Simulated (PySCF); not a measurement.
ClF: from constants to spectrum

RHF-CCSD(T) constants of ClF, ¹Σ⁺ (singlet), closed shell (PySCF, no relativity, basis sets Cl 3-21G, F 3-21G; masses 34.9689 and 18.9984 u):

| Property | Result |
| --- | --- |
| ωe | 624.4 cm⁻¹ |
| ωexe | 6.71 cm⁻¹ |
| Be | 0.42919 cm⁻¹ |
| αe | 0.00502 cm⁻¹ |
| D (centrifugal) | 8.11e-07 cm⁻¹ |
| De to Cl + F | 1.45 eV |

(1) Give the vibrational terms G(v) and spacings up to v = 6.

(2) How well does the Morse estimate ωe²/(4ωexe) reproduce De, and what is D0?

Correlated steps freeze 6 core orbitals. Where the molecule has an RHF reference, its open-shell atoms are computed with UHF. 3-21G is very small, so such numbers show the basis as much as the molecule.

Answers

(1) G(v) = ωe(v+½) − ωexe(v+½)².

| v | G(v) (cm⁻¹) | G(v) − G(v−1) | Bv (cm⁻¹) |
| --- | --- | --- | --- |
| 0 | 310.5 |  | 0.4267 |
| 1 | 921.5 | 611.0 | 0.4217 |
| 2 | 1519.1 | 597.6 | 0.4166 |
| 3 | 2103.2 | 584.1 | 0.4116 |
| 4 | 2673.9 | 570.7 | 0.4066 |
| 5 | 3231.2 | 557.3 | 0.4016 |
| 6 | 3775.1 | 543.9 | 0.3966 |

(2) It gives 1.80 eV, 124 % of the computed De. D0 = De − G(0) = 1.45 − 0.04 = 1.41 eV.
